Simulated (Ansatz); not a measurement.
We consider bcc Ba, described by r²SCAN+rVV10 (PAW; Ansatz, a program for electronic structure).

Run with plane-wave cutoff 560 eV, 16×16×16 k mesh, Fermi–Dirac smearing 0.05 eV, scalar-relativistic PAW data made under PBE.

Cell (relaxed at this level):

```
CELL_PARAMETERS angstrom
     -2.50488     2.50488     2.50488
      2.50488    -2.50488     2.50488
      2.50488     2.50488    -2.50488
ATOMIC_POSITIONS crystal
  Ba 0.00000 0.00000 0.00000
```

Problem. Estimate the bulk modulus and pressure derivative B′ of the bulk modulus that the calculation returns.

Solution. 
* **bulk modulus**: 8.58 GPa
* **pressure derivative B′ of the bulk modulus**: 2.5

The run finds no gap.

Measured, for comparison: bulk modulus 9.34 GPa (corrected for temperature and zero-point phonon effects, our sources range from 9.34 to 10.6; as tabulated in Levämäki et al. (2014), arXiv:1402.3671). Computed (rounded) less measured: bulk modulus -8 % (-8 % to -19 % over the range).

Spin–orbit coupling is not included.

The computed numbers hold no vibrational or temperature effects.
